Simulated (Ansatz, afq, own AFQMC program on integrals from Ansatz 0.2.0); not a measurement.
# NHBr, quartet in cc-pVTZ, levels against CCSDT(Q)

```yaml
atoms:
  - { symbol: Br, position_ang: [0.0000, 0.0000, -1.4470] }
  - { symbol: H, position_ang: [0.0000, 0.0000, 0.0760] }
  - { symbol: N, position_ang: [0.0000, 0.0000, 1.3710] }
```

Connectivity, by distances: BrH ··· N.

Basis cc-pVTZ. Only valence electrons are correlated. Ansatz 0.2.0 and our own AFQMC program on the same integrals; the CISD trial comes from CCSD amplitudes, and released means the phaseless constraint is let go. Error bars are statistical, one sigma. No spin–orbit coupling.

Determinant: UHF, the one that the program's search chose, which needn't be the lowest solution. The geometry is a point of a scan.

No full CI on the walks' own integrals is used here; CCSDT(Q) serves as the reference and is uncertain by about the last step of the cluster series.

Cautions: no relativity below Rb; no spin-orbit coupling; inner d shell frozen; lower spins were not checked.

```
T1 diagnostic                               : 0.0168
weight of the determinant in the CISD state : 0.878
⟨S²⟩ of the determinant                     : 3.787
size of the correlated space                : 13 electrons in 72 orbitals
```

```csv
level,correlation energy (eV)
MP2,-7.7608
CCSD,-8.7054
CCSD(T),-9.0120
```

(1) Estimate where AFQMC with the constraint released lies against CCSD(T) on the same integrals.

(1) 46.3 ± 5.0 meV below CCSD(T).

Reference: CCSDT(Q), correlation energy -9.056 eV. The released energy is read at 2.40 1/Eh (meV from the phaseless value at times in 1/Eh: -8 ± 5 at 0.24, -15 ± 3 at 0.51, -20 ± 5 at 0.99, -21 ± 5 at 1.62, -19 ± 5 at 2.40).

```
         level  E − E(reference) (meV)  share of correlation (%)
       CCSD(T)                    44.1                     99.51
         CCSDT                    12.9                     99.86
   ph-AFQMC/HF             -8.2 ± 26.4                    100.09
 ph-AFQMC/CISD              17.0 ± 4.8                     99.81
released AFQMC              -2.2 ± 5.0                    100.02
```

A walk keeps the symmetry of its determinant, which the program's search chose and which needn't be the lowest solution, so a lower state of the same spin and another symmetry isn't excluded. Released energies are given only where the last usable release times agree within the noise; a slower fall can still hide under it.
